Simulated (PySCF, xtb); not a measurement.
C2H6S, SMILES CSC.

Harmonic wavenumbers (cm⁻¹) from xtb with GFN2-xTB at its own minimum, in rising order: 146, 168, 261, 718, 744, 892, 929, 965, 1007, 1316, 1323, 1448, 1449, 1455, 1456, 3019, 3020, 3020, 3022, 3065, 3067.

**Question.** What does PBE-D3(BJ)/def2-TZVP run with PySCF give at its own minimum? (Estimate from the structure and the level; the computed values follow.)

**Answer.** 183, 186, 257, 683, 732, 878, 917, 955, 1016, 1287, 1311, 1408, 1417, 1425, 1433, 2960, 2964, 3031, 3040, 3067, 3068. Paired by order, the mean absolute difference is 22 cm⁻¹ and the zero-point energies are 46.4 and 46.1 kcal/mol.
